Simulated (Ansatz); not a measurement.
**CHBS (triplet): the correlation ladder at distance C2–H4 = 0.879 Å, cc-pVDZ**

How much of the correlation energy of CHBS (triplet) does each wave-function method recover here?

The runs use Ansatz 0.2.0, Gaussian basis; cc-pVDZ, correlated electrons: outside noble gas.

The runs, in order: UHF; CCSD(T) on ROHF; CCSD(T) on UHF; BCCD(T) on ROHF; CISD; CCSDT(Q) on ROHF; CCSDT(Q) on UHF; CASSCF and MRCISD+Q, 4 electrons in 4 orbitals; CASSCF and NEVPT2, 4 electrons in 4 orbitals.

**1. The system**

The geometry derives from a PBE0/def2-TZVP stationary point (not a proven minimum). One bond is set to the value named and the two fragments are kept rigid.

4 atoms, charge 0, spin multiplicity 3.

Atoms are counted from 1 here; the program's logs count them from 0.

Bond lengths: B1–C2 1.415 Å, B1–S3 1.834 Å, C2–S3 1.766 Å, C2–H4 0.879 Å. Angles: C2–B1–S3 64.4°, B1–C2–S3 69.4°, B1–C2–H4 162.5°, S3–C2–H4 128.1°, B1–S3–C2 46.2°.

As a file:

```csv
atom,x (Å),y (Å),z (Å)
B1,0.0000,-0.9376,0.8071
C2,0.0000,0.4596,1.0284
S3,0.0000,0.1048,-0.7020
H4,0.0000,1.2461,1.4209
```

In the tables R marks a restricted open-shell determinant and U an unrestricted one; 'pair' is the active space of 4 electrons in 4 orbitals; correlation energies count from the lowest restricted Hartree-Fock solution.

**2. UHF**

File in.yaml:

```yaml
crystal:
  periodic: [false, false, false]
  atoms:
    - {symbol: B, position_ang: [0.000000, -0.937626, 0.807149]}
    - {symbol: C, position_ang: [0.000000, 0.459609, 1.028395]}
    - {symbol: S, position_ang: [0.000000, 0.104802, -0.702012]}
    - {symbol: H, position_ang: [0.000000, 1.246096, 1.420923]}
basis:
  gaussian: {orbitals: cc-pVDZ}
magnetization: {spin_polarized: true, initial_magnetization: 2}
hamiltonian: {xc: hf}
output: {orbitals: {seedname: orbitals}}
```

Started as:

```console
ansatz run in.yaml --threads 1 --pin off --events-out ev --progress --plain --max-ram 2393MiB
```

Further steps of the session: CCSD(T) on ROHF; CCSD(T) on UHF; BCCD(T) on ROHF; CISD; CCSDT(Q) on ROHF; CCSDT(Q) on UHF; CASSCF and MRCISD+Q, 4 electrons in 4 orbitals; CASSCF and NEVPT2, 4 electrons in 4 orbitals.

Q: Predict the results of all the runs planned. Wanted: correlation energy, UCCSDT(Q); RMP2 from UCCSDT(Q); UMP2 from UCCSDT(Q); RCCSD from UCCSDT(Q); RCCSD(T) from UCCSDT(Q); UCCSD(T) from UCCSDT(Q); RCCSDT(Q) from UCCSDT(Q); NEVPT2 pair from UCCSDT(Q); MRCISD+Q pair from UCCSDT(Q).

The runs gave:

| quantity | value |
| --- | --- |
| correlation energy, UCCSDT(Q) | -9.5577 eV |
| RMP2 from UCCSDT(Q) | +25.00 kcal/mol |
| UMP2 from UCCSDT(Q) | +27.25 kcal/mol |
| RCCSD from UCCSDT(Q) | +10.70 kcal/mol |
| RCCSD(T) from UCCSDT(Q) | +1.39 kcal/mol |
| UCCSD(T) from UCCSDT(Q) | +1.45 kcal/mol |
| RCCSDT(Q) from UCCSDT(Q) | +0.06 kcal/mol |
| NEVPT2 pair from UCCSDT(Q) | +26.13 kcal/mol |
| MRCISD+Q pair from UCCSDT(Q) | +6.88 kcal/mol |
| levels of the table within 1 kcal/mol (43 meV) | RCCSDT, UCCSDT, RCCSDT(Q) |
| T1 diagnostic | 0.026 |

**Reading.** RCCSD(T) misses by +1.39 kcal/mol, 0.6 % of the correlation energy. Of the multireference levels listed MRCISD+Q pair comes nearest in total energy (+6.88 kcal/mol), which doesn't show that its space is the better one. These misses are within one basis, not against nature; the frozen cores of restricted and unrestricted runs differ, which can shift their rows.
